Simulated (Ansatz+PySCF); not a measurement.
**singlet O₃: levels of theory in one basis**

```xyz
3

O     0.8372    0.0000    0.0000
O    -0.4186    0.7250    0.0000
O    -0.4186   -0.7250    0.0000
```

Basis set: cc-pVDZ (spherical functions). Left uncorrelated: 3 orbitals. Charge 0, multiplicity 1.

Computed with Ansatz (development build ahead of 0.2.0); each method stands on the lowest determinant of its kind that the runs found. NEVPT2 correlates all electrons. Active spaces start from the frontier orbitals, and the lowest solution found is given.

```csv
method,E − E(RHF) (eV),<S²> of the determinant
RHF,0.00,0.00
UHF,-0.05,0.27
RHF-MP2,-16.06,–
UHF-MP2,-15.14,0.27
RHF-CCSD,-16.02,–
RHF-CCSD(T),-16.66,–
UHF-CCSD(T),-16.64,0.27
"CASSCF(12,9)",-5.62,–
"CASSCF(2,2)",-1.45,–
"SC-NEVPT2(2,2)",-15.98,–
```

(1) What does SC-NEVPT2(12,9) give on the same scale?

(2) Is a single determinant a sound starting point here?

## Answers

(1) -15.91 eV. NEVPT2 here correlates all electrons, so it doesn't share the others' frozen core.

(2) Only with care. Unrestricted orbitals gain 0.05 eV and <S²> is 0.27 against 0.00 for a pure state, so spin symmetry breaks but gains little energy; restricted orbitals can still serve. The CASSCF(12,9) natural occupations are 2.00, 1.99, 1.99, 1.93, 1.90, 1.90, 0.12, 0.08, 0.08. The CASSCF(2,2) natural occupations are 1.90, 0.10.

Caution for UHF, UHF-MP2, UHF-CCSD(T): the unrestricted determinant is spin contaminated; the determinant breaks the point group. Caution for UHF-MP2: another reference gives a lower total. Caution for CASSCF(12,9): other starts end on other solutions of this active space.
